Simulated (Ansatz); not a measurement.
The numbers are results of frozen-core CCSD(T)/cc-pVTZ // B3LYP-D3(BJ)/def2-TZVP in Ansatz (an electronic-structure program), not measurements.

Ansatz 0.2 input:
```yaml
crystal:
  periodic: [false, false, false]
  atoms:
    - { symbol: O, position_ang: [0.488306, -0.000003, -0.000002] }
    - { symbol: H, position_ang: [-0.488306, 0.000003, 0.000002] }
basis:
  gaussian: { orbitals: cc-pVTZ }
correlation:
  method: ccsd_t
magnetization:
  spin_polarized: true
  initial_magnetization: 1
```

Output:

```
Functional definition: HF
261 factors; integrals over basis functions are off by at most 8.8e-4 eV
mean field evaluation 1: about -2051.7601 eV, gradient 1.2e1 eV
mean field evaluation 2: about -2051.7604 eV, gradient 1.2e1 eV
mean field evaluation 4: about -2052.2477 eV, gradient 1.3e0 eV
mean field evaluation 8: about -2052.2546 eV, gradient 6.0e-4 eV
mean field evaluation 16: about -2050.8007 eV, gradient 1.6e1 eV
mean field evaluation 32: about -2052.2546 eV, gradient 5.7e-2 eV
mean field -2052.25463168 eV, -75.4189666463 hartree, gradient 1.6e-6 eV, S^2 0.756140; 2 other end points of the search recorded, 0 dependent functions left out
1 core orbitals not correlated
reference -2052.25463168 eV, -75.4189666463 hartree; 4, 3 occupied and 39, 40 virtual orbitals, 261 factors
second order -5.43853557 eV of doubles, -0.00000000 eV of singles
cycle   1  -5.68661995 eV  change   -2.5e-1 eV  update   3.2e-2
cycle   2  -5.79909941 eV  change   -1.1e-1 eV  update   1.1e-2
cycle   3  -5.81241024 eV  change   -1.3e-2 eV  update   4.0e-3
cycle   4  -5.81190684 eV  change    5.0e-4 eV  update   1.5e-3
cycle   5  -5.81253907 eV  change   -6.3e-4 eV  update   6.4e-4
cycle   6  -5.81269401 eV  change   -1.5e-4 eV  update   2.2e-4
cycle   7  -5.81271416 eV  change   -2.0e-5 eV  update   7.2e-5
cycle   8  -5.81269726 eV  change    1.7e-5 eV  update   2.3e-5
cycle   9  -5.81269810 eV  change   -8.5e-7 eV  update   6.4e-6
perturbative correction -0.13922862 eV, -0.0051165575 hartree
Total energy: -2058.20655841 eV, -75.6376959191 hartree
```

Cost: about 1.2 core-seconds (a rough figure).
